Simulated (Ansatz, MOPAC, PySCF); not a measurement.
Molecule: PH$_{4}$, charge 1, multiplicity 1. SMILES: [PH4+]
Geometry: optimised at B3LYP-D3(BJ)/def2-TZVP (Ansatz, an electronic-structure program).

Unscaled harmonic wavenumbers (cm⁻¹) in rising order, each level at the stationary point that it reaches from this structure (no distance between atoms moves by over 0.3 Å); the order of modes can differ between levels, and a negative number is imaginary. B3LYP-D3(BJ)/def2-TZVP (PySCF, at the structure above): 994, 994, 994, 1135, 1135, 2498, 2550, 2551, 2551.

PM6 (MOPAC): 993, 993, 993, 1142, 1142, 2694, 2712, 2712, 2712. Zero-point energy 23.0 against 22.0 kcal/mol; where all levels lie over 400 cm⁻¹, the wavenumbers are on average 1.031 times those of B3LYP-D3(BJ)/def2-TZVP.

HF/6-31G* (Ansatz): 1114, 1114, 1114, 1251, 1251, 2758, 2811, 2811, 2811. Zero-point energy 24.3 against 22.0 kcal/mol; where all levels lie over 400 cm⁻¹, the wavenumbers are on average 1.108 times those of B3LYP-D3(BJ)/def2-TZVP.
